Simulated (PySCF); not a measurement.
**O: ionisation energy**

O [He] 2s2 2p4 (3P) → O⁺ [He] 2s2 2p3 (4S), as a difference of total energies. Calculation: PySCF 2.14, in cc-pVTZ-DK; scalar relativity by spin-free X2C-1e. Correlated levels: valence: 1s2 frozen. The calculations carry no spin-orbit coupling.

```
           method  ionisation energy (eV)  error (eV)
              UHF                  12.001      -1.607
            B3LYP                  14.078      +0.470
           M06-2X                  13.667      +0.059
    MP2 (valence)                  13.240      -0.368
SCS-MP2 (valence)                  13.338      -0.270
   CCSD (valence)                  13.269      -0.339
CCSD(T) (valence)                  13.305      -0.303
```

Reference: 13.608 eV (measured; NIST levels, between the centres of gravity of the two terms).

Errors of the correlated levels include the incompleteness of this basis and the frozen core.
